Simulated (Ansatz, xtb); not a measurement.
**AlH4NS: which of two conformers lies lower**

Structure I is `[NH2][AlH][SH]`, a singlet and structure II is `[NH2][AlH][SH]`, a singlet. Both are isolated molecules in the gas phase, relaxed with B3LYP-D4/def2-TZVP.

I (Å):

```xyz
7

Al   -0.8164   -0.4062    0.5075
N     0.8199    0.2289    0.3047
S    -2.2919   -0.2150   -1.1076
H    -1.2375   -1.1144    1.8426
H     1.1816    0.6964   -0.5112
H     1.5336    0.1667    1.0144
H    -1.4556    0.4218   -1.9468
```

II (Å):

```yaml
atoms:
  - { symbol: Al, position_ang: [-0.9013, -0.4540, 0.2620] }
  - { symbol: N, position_ang: [-2.3624, -0.8628, 1.1648] }
  - { symbol: S, position_ang: [0.9192, -0.0573, 1.4245] }
  - { symbol: H, position_ang: [-2.4347, -0.9301, 2.1678] }
  - { symbol: H, position_ang: [-3.2527, -1.0638, 0.7370] }
  - { symbol: H, position_ang: [-0.9179, -0.3809, -1.3067] }
  - { symbol: H, position_ang: [1.6607, 0.1817, 0.3289] }
```

Energies in hartree; the thermal terms are from B3LYP-D4/def2-TZVP harmonic frequencies (ideal gas, rigid rotor, one conformer each, 298.15 K, 1 atm) and include the zero-point energy:

|  | I | II |
| --- | --- | --- |
| E, CCSD(T)/def2-TZVP | −696.871617 | −696.872135 |
| zero-point energy | 0.041767 | 0.041771 |
| H(298 K) − E | 0.048320 | 0.048341 |
| G(298 K) − E | 0.013636 | 0.013589 |

Work out ΔE, ΔE₀, ΔH and ΔG for I → II in kJ/mol (1 Eh = 2625.50 kJ/mol) and the equilibrium ratio [II]/[I].

1. ΔE = −696.872135 − (−696.871617) = −0.000518 Eh = −1.36 kJ/mol.
2. ΔE₀ = ΔE + ΔZPE = −0.000518 + (+0.000004) Eh = −1.35 kJ/mol.
3. ΔH = ΔE + (+0.000021) Eh = −1.30 kJ/mol.
4. ΔG = ΔE + (−0.000047) Eh = −1.48 kJ/mol, so ΔS = (ΔH − ΔG)/T = +0.6 J/(mol K).
5. kT = 0.9442 mEh, so K = [II]/[I] = exp(−ΔG/kT) = exp(+0.60) ≈ 1.8.

The two are too close for this level to say which is favoured. An error of 4 kJ/mol in ΔG would change K by a factor of 5. Mirror images and further conformers aren't counted.

Other levels gave ΔE = −1.3 (B3LYP-D4/def2-TZVP); −1.2 (HF/def2-TZVP); −1.5 (MP2/def2-TZVP) kJ/mol. The correlated steps freeze 11 core orbitals. Programs: Ansatz 0.2.0.
